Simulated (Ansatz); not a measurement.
# SiH₃O− (SMILES O[SiH2-]): a rigid scan of the angle Si2–O1–H3

One table from this session's results is given with a row withheld; the runs are named, their logs left out.

Method: single points in def2-TZVPPD; program: Ansatz 0.2.0, Gaussian basis.

Levels: PBE-D4, r2SCAN-D4, PBE0-D4, B3LYP-D4, wB97M-V, Hartree-Fock, MP2, CCSD, CCSD(T). The scan takes 76.0, 83.5, 91.0, 98.5, 106.0, 113.5, 121.0, 128.5, 136.0°.

Correlated methods freeze the cores. B3LYP uses VWN-RPA correlation.

31 further runs of the same task are left out: 31 set aside as unsound or not needed.

## Where the work starts

The minimum, relaxed at PBE0-D4: SMILES `O[SiH2-]`, 5 atoms, charge -1, spin multiplicity 1.

Atoms are counted from 1 here; the program's logs count them from 0.

Bond lengths: O1–Si2 1.759 Å, O1–H3 0.956 Å, Si2–H4 1.550 Å, Si2–H5 1.550 Å. Angles: Si2–O1–H3 106.0°, O1–Si2–H4 99.4°, O1–Si2–H5 99.4°, H4–Si2–H5 92.2°.

Coordinates:

```xyz
5

O     0.2615   -0.6409    0.8912
Si    0.1511    0.2033   -0.6476
H     1.0304   -1.2048    0.8277
H    -1.3571   -0.0026   -0.9422
H    -0.0859    1.6450   -0.1291
```

Energies of the minimum (eV), from earlier single points: PBE-D4 -9969.06491, r2SCAN-D4 -9973.49057, PBE0-D4 -9969.74274, B3LYP-D4 -9976.22938, wB97M-V -9973.94771, CCSD(T) -9959.67463.

At the minimum the angle Si2–O1–H3 is 106.0°.

Set-up of the first run:

ccsdt-tzvppd/in.yaml reads:

```yaml
crystal:
  periodic: [false, false, false]
  atoms:
    - {symbol: O, position_ang: [0.261548, -0.640882, 0.891188]}
    - {symbol: Si, position_ang: [0.886078, -0.328606, -0.722828]}
    - {symbol: H, position_ang: [1.030354, -1.204776, 0.827698]}
    - {symbol: H, position_ang: [-0.434417, -0.427496, -1.529334]}
    - {symbol: H, position_ang: [0.836862, 1.220981, -0.718003]}
basis:
  gaussian: {orbitals: "def2-TZVPPD.json"}
total_charge: -1
correlation: {method: ccsd_t}
```

The basis file named in the input lies beside it (Basis Set Exchange, JSON).

The command line of these runs was not kept.

Among the steps run: Si2–O1–H3 = 76.0°; Si2–O1–H3 = 83.5°; Si2–O1–H3 = 91.0°; Si2–O1–H3 = 98.5°; Si2–O1–H3 = 106.0°; Si2–O1–H3 = 113.5°; Si2–O1–H3 = 121.0°; Si2–O1–H3 = 128.5°; Si2–O1–H3 = 136.0°.

One of the session's tables, all rows but one given; the rest of the session is left out.

Energies less that of the minimum at the same level (kJ/mol):

```
      angle (°)  PBE-D4  PBE0-D4  B3LYP-D4  wB97M-V  Hartree-Fock
           76.0    40.5     43.2      46.8     45.2          57.6
           83.5       ?        ?         ?        ?             ?
           91.0     8.8      9.7      11.3     10.4          15.0
           98.5     2.0      2.3       3.1      2.6           4.6
          106.0     0.0      0.0       0.0      0.0           0.0
106.0 (minimum)     0.0      0.0       0.0      0.0           0.0
          113.5     2.2      2.0       1.4      1.8           0.5
          121.0     7.8      7.6       6.4      7.1           5.2
          128.5    15.9     15.9      14.1     15.2          13.0
          136.0    25.7     25.9      23.6     24.8          23.0
```

Q: Estimate the row for angle (°) = 83.5 from the others.

Worked estimate for «PBE-D4». A straight line through the neighbours (76.0, 40.5) and (91.0, 8.8) gives 40.5 + (8.8 − 40.5) × (83.5 − 76.0) / (91.0 − 76.0) = 24.6; a parabola fitted to 3 rows on both sides gives 21.6.

**Answer.** PBE-D4: 21.2; PBE0-D4: 22.9; B3LYP-D4: 25.4; wB97M-V: 24.2; Hartree-Fock: 32.3. In «PBE-D4» the line misses by +3.4 and the parabola by +0.4.

Caveats from the session: A polynomial through the near points puts the CCSD(T) minimum 0.2° below the PBE0-D4 value. The anion's highest level is positive in at least one run, so there the basis alone may hold the extra electron.
